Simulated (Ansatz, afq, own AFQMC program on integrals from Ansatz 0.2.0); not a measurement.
AFQMC on a folder of integrals that Ansatz 0.2.0 wrote.

```yaml
crystal:
  periodic: [false, false, false]
  atoms:
    - {symbol: F, position_ang: [0.000000, 0.000000, 0.000000]}
basis:
  gaussian: {orbitals: aug-cc-pVDZ}
total_charge: 1
magnetization: {spin_polarized: true, initial_magnetization: 2}
correlation: {method: ccsd_t, electrons: outside_noble_gas, hamiltonian_folder: ham}
```

```sh
$ ansatz run in.yaml --threads 1 --pin off --events-out ev --progress --plain --max-ram 1382MiB
```

Options of the walk:

```
--method phaseless --trial hf --walkers 240 --populations 1 --least-time 40 --time-step 0.005 --steps-per-block 20 --equilibration-blocks 112 --max-blocks 600 --target-error 0.00087 --factor-cut 1e-05 --start spin_pure --seed 6675 --taylor-order 6
```

Times are imaginary, in 1/Eh. The walk had a cap of 504 s.

Output of the walk:

```
orbitals 22  electrons 4 2  factors 120 of 122
reference energy -98.80166473 Eh
CCSD correlation -0.11821863 Eh in 8 cycles, weight of the determinant in the CISD state 0.9763
energy of the start -98.801794 Eh
 block  time / (1/Eh)  mean weight  energy / Eh
     1     0.100  1.0023  -98.850322
     2     0.200  0.9998  -98.876753
     3     0.300  1.0006  -98.890448
     4     0.400  1.0000  -98.896602
     5     0.500  1.0010  -98.921248
     8     0.800  0.9992  -98.921764
    13     1.300  1.0001  -98.919311
    49     4.900  0.9995  -98.924041
    85     8.500  0.9995  -98.914838
   121    12.100  1.0012  -98.931652
   157    15.700  1.0002  -98.919174
   193    19.300  0.9921  -98.939543
   229    22.900  0.9984  -98.920236
   265    26.500  0.9992  -98.919879
   301    30.100  1.0017  -98.917347
   337    33.700  0.9967  -98.913238
   349    34.900  1.0013  -98.902671
   373    37.300  0.9999  -98.912482
   409    40.900  0.9967  -98.909094
   445    44.500  0.9993  -98.920262
   481    48.100  0.9989  -98.911146
   505    50.500  1.0003  -98.927756
blocks merged  error / Eh  count
     1  0.000365  400
     2  0.000451  200
     4  0.000547  100
     8  0.000636  50
    16  0.000666  25
    32  0.000702  12
energy -98.919102 +/- 0.000666 Eh
(rows thinned)
```

The run passed its tests (sampling time, drift between the halves within three errors, error under three times the target), which doesn't prove that it has relaxed. The second half of the sampling lies above the first by 1.9 errors of their difference, so the energy may still be moving and its error bar be too small.

Against this walk (error 18.1 meV) on the same determinant: CCSD(T) 54.5 meV lower, CCSDT(Q) 58.6 meV lower, full CI 58.6 meV lower, a separate phaseless walk with a CISD trial and standard settings 57.0 ± 18.2 meV lower. The error is statistical and leaves out the bias of the constraint. Full CI is exact here, so the walk's 59 meV above it is the walk's own error: the bias of the constraint with this trial, or a walk that hasn't relaxed.

Cautions: constraint bias not in the error.

The walk took 2.2 min on 1 thread of Intel(R) Xeon(R) Platinum 8259CL CPU @ 2.50GHz (Skylake/Cascade Lake), on a shared host. The log's last line is the phaseless energy.

CCSDT and higher add their correlation energy to the determinant of the CCSD(T) run, since their own runs factorise the integrals more tightly (a shift of under 2 meV). A walk keeps the symmetry of its determinant, which the program's search chose and which needn't be the lowest solution, so a lower state of the same spin and another symmetry isn't excluded.
